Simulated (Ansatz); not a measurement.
# Structure relaxation of FeMo

All numbers below come from DFT PBE, scalar-relativistic, plane waves, PAW in Ansatz. Cutoff 420 eV, Γ-centred k mesh, Gaussian smearing, no spin polarisation in the final step.

The start puts FeMo on the rock salt structure type (Fm-3m, No. 225), with Fe in place of Na, Mo in place of Cl, at a guessed volume.

```
CELL_PARAMETERS angstrom
0.00000 2.35164 2.35164
2.35164 0.00000 2.35164
2.35164 2.35164 0.00000
ATOMIC_POSITIONS crystal
Fe 0.00000 0.00000 0.00000
Mo 0.50000 0.50000 0.50000
```

Cell and atoms relax at zero pressure; the relaxation can't lower the symmetry of the start. After a coarse first stage the cell is made exact in the group found at 0.06 Å.

Energies over the elements count from the elements' standard structures at the same level, with no empirical corrections.

(1) Describe the relaxed structure.

(2) What are its volume, energy, density and gap?

## Answers

(1) It keeps Fm-3m (No. 225). The result has the rock salt structure. Conventional cell: a = 4.844 Å. Around Fe lie 6 Mo at 2.42 Å; Mo has 6 Fe at 2.42 Å.

```xyz
2
Lattice="0.0000 2.4221 2.4221 2.4221 0.0000 2.4221 2.4221 2.4221 0.0000" Properties=species:S:1:pos:R:3 pbc="T T T"
Fe    0.0000    0.0000    0.0000
Mo    2.4221    2.4221    2.4221
```

(2) The volume per atom is 14.21 Å³ and the density is 8.87 g/cm³. The energy over the elements is 0.80 eV/atom and the gap on the 20×20×20 mesh is 0 eV (a metal).

The final run used a 20×20×20 mesh on its 2-atom cell and 0.10 eV smearing. For metals, differences of a few meV/atom aren't resolved. A structure relaxed within its symmetry needn't be a true minimum.

Cost: 3 runs of about 0.49 core-minutes in all, on Arm Neoverse V1 (shared hosts).